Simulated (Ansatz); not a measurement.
Geometry optimisation, Ansatz 0.2.0, UKS LDA/def2-SVP.

The input (input.yaml):

```yaml
crystal:
  periodic: [false, false, false]
  atoms:
    - { symbol: Al, position_ang: [-0.55529, 0.37242, -0.38951] }
    - { symbol: B, position_ang: [0.93027, -0.45723, 0.71031] }
    - { symbol: Cl, position_ang: [2.02498, -1.49544, 1.37026] }
    - { symbol: H, position_ang: [-1.46268, -0.29616, -1.48304] }
    - { symbol: H, position_ang: [0.88668, 0.65724, 1.06381] }
magnetization:
  spin_polarized: true
  initial_magnetization: 1
basis:
  gaussian: { orbitals: def2-SVP }
hamiltonian:
  xc: lda
relax:
  f_tol: 0.02
  max_steps: 50
```

Command:

```bash
$ ansatz run input.yaml --threads 1 --pin off --max-ram 2048MiB --backend cpu --events-out ev --progress --plain --runs-dir out
```

Q: Where does it end, and by what steps?

A: It converged. After 10 steps the energy has fallen by 1.545 eV; Al1 moved furthest, 0.64 Å.

```csv
step,energy less start (eV),largest force component (eV/Å),accepted
0,0.0000,1.619,yes
1,-0.5436,1.495,yes
2,-0.9545,1.924,yes
3,-1.2656,1.290,yes
4,-1.4643,0.478,yes
5,-1.5119,0.754,yes
6,-1.5389,0.315,yes
7,-1.5444,0.086,yes
8,-1.5446,0.051,yes
9,-1.5452,0.026,yes
10,-1.5454,0.012,yes
```

```xyz
5
Properties=species:S:1:pos:R:3
Al -0.785 -0.222 -0.288
B 0.957 -0.132 0.778
Cl 1.798 -1.604 1.236
H -1.474 -0.176 -1.742
H 1.328 0.915 1.287
```

Whether the end is a true minimum wasn't checked by a vibrational analysis.

Run time: 18 s on 1 thread of Arm Neoverse V1 (shared host), peak memory 0.14 GiB.
